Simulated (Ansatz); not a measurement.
## How close CCSD(T) comes to the exact answer in a basis

Each species is computed at the geometry given (Å), with frozen cores, in Ansatz 0.2.0: RHF-CCSD(T) for singlets, UHF-CCSD(T) otherwise, and full CI in the same basis. The program picks the determinant by trial CCSD, so it needn't be the lowest Hartree–Fock solution. States: HBN A'', [H···H···Cl] Σ⁺ or Δ, HOB Σ⁺ or Δ. Cases whose determinant has another symmetry than full CI's state, or whose (Q) step broke down, weren't drawn.

Task: Judging by size, spin and bonding, rank them by the size of CCSD(T)'s error in total energy against full CI in the same basis, smallest first (an estimate).
A. HOB, singlet, 6-31G: B 0.000 0.000 1.534; O 0.000 0.000 -0.140; H 0.000 0.000 -1.393
B. HBN, quartet, 6-31G: B 0.000 -0.193 0.767; N 0.000 0.080 -0.711; H 0.000 0.966 1.655
C. [H···H···Cl], doublet, 6-31G: H 0.000 0.000 -1.280; H 0.000 0.000 -0.119; Cl 0.000 0.000 1.398

Result: C (5.9 meV), B (26.8 meV), A (51.0 meV).

```
              species  basis  correlated electrons  CCSD(T) − full CI (meV)  CCSDT(Q) − full CI (meV)  unpaired electrons (full CI)     T1  ⟨S²⟩ of the determinant
[H···H···Cl], doublet  6-31G                     9                      5.9                       0.2                          1.02  0.017                     0.81
         HBN, quartet  6-31G                     9                     26.8                      -0.8                          3.03  0.025                     3.76
         HOB, singlet  6-31G                    10                     51.0                     -15.7                          0.15  0.038                     0.00
```

Unpaired electrons are Σ n²(2−n)² over natural occupations; an open shell counts its own unpaired electrons too. Frozen cores follow each run's orbitals, which moves totals by a few meV.
